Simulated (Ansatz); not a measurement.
## One elementary step

Start structure (CH$_{6}$AlCl, closed shell), relaxed at PBE0-D4/def2-TZVP:

```
atom    x (Å)    y (Å)    z (Å)
 Al1  -0.8867   0.6446  -0.0229
  C2   1.0628   0.4286  -0.1525
  H3  -1.7580   0.7227  -1.3531
  H4  -1.5336   1.1309   1.3481
  H5  -0.0147  -2.1927   0.3267
 Cl6  -1.2744  -1.9562   0.4032
  H7   1.3619  -0.2221  -0.9807
  H8   1.5081   0.0443   0.7709
  H9   1.5348   1.3998  -0.3397
```

The step: CH₅Al ([CH3][AlH2]) + HCl → AlH₂Cl ([AlH2][Cl]) + CH₄; bonds formed: C2–H5; dative contacts that become bonds: Al1–Cl6; bonds broken: Al1–C2, H5–Cl6. Program: Ansatz 0.2.0. Basis: def2-TZVPP and def2-QZVPP. Cores are frozen in the correlated methods. Extrapolation: Hartree–Fock as exp(−7.88 √X), correlation as X^−2.97. Energies below are by CCSD(T) at an estimated basis limit (MP2 extrapolated from triple and quadruple zeta, plus CCSD(T) − MP2 in triple zeta).

(1) What are the electronic barrier and the energy of the step, from the start structure to the end structure? (Judge from chemistry; the value comes from the calculation.)

T1 diagnostic: at most 0.010.

## Answers

(1) The calculation gives: Barrier 0.314 eV; step energy -1.683 eV (downhill); reverse barrier, their difference, 1.997 eV. Barrier and step energy count from the start structure, the reverse barrier from the end structure.

The saddle point: One imaginary mode of 486i cm⁻¹.
```tsv
pair	start (Å)	saddle (Å)	end (Å)
Al1–Cl6	2.66	2.49	2.11
C2–H5	2.87	1.71	1.09
Al1–C2	1.97	2.03	2.82
H5–Cl6	1.28	1.40	2.89
```

Zero-point energy (harmonic, PBE0-D4): ZPE is 1.554 eV at the start and 1.530 eV at the saddle, so the barrier goes from 0.314 to 0.290 eV.

Hydrogen chloride, the by-product of chloride precursors, can attack films and sites by steps of this kind.

Labels in which every atom is bracketed show which atoms are joined, not bond orders.

For scale, one of the runs: CCSD(T)/def2-TZVPP, 199 basis functions, launched by `ansatz run in.yaml --threads 2 --pin off --events-out ev --progress --plain --max-ram 4352MiB`. Time: 44 s of wall clock on 2 CPU threads of an Arm Neoverse V1; the host was shared. Peak host memory: 2.2 GiB.
